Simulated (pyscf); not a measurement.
Structures and frequencies: ωB97X-D3(BJ)/def2-SVP in PySCF.

Q: F–Si•(F)–F (SMILES F[Si](F)F) + H₂O (SMILES O) -> HO–Si(F)(F)–F (SMILES O[Si](F)(F)F) + H• (SMILES [H])
Surface: doublet. Broken: H–O. Formed: O–Si. Give ΔE‡ and ΔE from ωB97M-D3(BJ)/def2-TZVP, relative to the separated reactants.

A: ΔE‡ = 14.3 kcal/mol, ΔE = -19.8 kcal/mol. Zero-point energy shifts the barrier by -3.6 kcal/mol. It is a substitution at O, with an imaginary mode of 1860i cm⁻¹. On the reactant side the descent ends in a complex, 7.3 kcal/mol under the separated species and 24.9 kcal/mol under the saddle at ωB97X-D3(BJ)/def2-TZVP. At ωB97X-D3(BJ) the barrier from the zero used here is 17.5 kcal/mol. One saddle was located; it need not be the lowest between these sides. The angle at the attacked O is 140°.
